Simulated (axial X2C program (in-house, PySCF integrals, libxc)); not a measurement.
## Levels of LiMg by electron attachment to LiMg⁺ (EOM-EA-CCSD)

Computed with an in-house all-electron X2C program for linear molecules (integrals from PySCF): two-component X2C with atomic mean-field Coulomb and Gaunt terms, Gaussian nuclei, basis Mg dyall-acv3z, Li dyall-acv3z with contracted cores.

R = 3.555 Å (1.150 times 3.091 Å, the PBE0 minimum at charge 0 for the lowest determinant).

Levels of LiMg obtained by attaching an electron to LiMg⁺:

| Ω | binding energy (eV) | above lowest (cm⁻¹) | attached spinor | one-particle weight |
| --- | --- | --- | --- | --- |
| 1/2 | 4.764 | 0 | 55% Li sσ, 28% Mg pσ, 8% Mg sσ | 0.95 |
| 1/2 | 3.530 | 9953 | 52% Li pπ, 45% Mg pπ | 0.94 |
| 3/2 | 3.529 | 9964 | 52% Li pπ, 45% Mg pπ | 0.94 |
| 1/2 | 3.388 | 11105 | 46% Li pσ, 35% Mg pσ, 10% Li sσ | 0.92 |
| 1/2 | 2.525 | 18064 | 45% Mg pπ, 42% Li pπ, 7% Li dπ | 0.86 |
| 3/2 | 2.523 | 18076 | 45% Mg pπ, 42% Li pπ, 7% Li dπ | 0.86 |

This point took 4.9 s on 1 thread of Intel(R) Xeon(R) Platinum 8375C CPU @ 2.90GHz (Ice Lake), with other jobs on the host.

Reference electrons by ω block (each with its −ω partner): 1/2: 6, 3/2: 1. 2 electrons of LiMg⁺ correlated (inner shells frozen), 92 natural virtual spinors (a truncated set); levels can be off by some tenths of an eV. Roots sought by Ω: (1/2: 5, 3/2: 4, 5/2: 2, 7/2: 1); rows need 60 % one-particle weight and stop where some Ω has no more roots. Missing are any skipped roots, higher Ω and states of a further excitation; these come out far too high here and may in truth be low or lowest. T1 of the reference 0.016 (Lee–Taylor). The reference was not checked to be the lowest state of its species. Number of frozen shells: Mg 2 s, 1 p; Li 1 s.
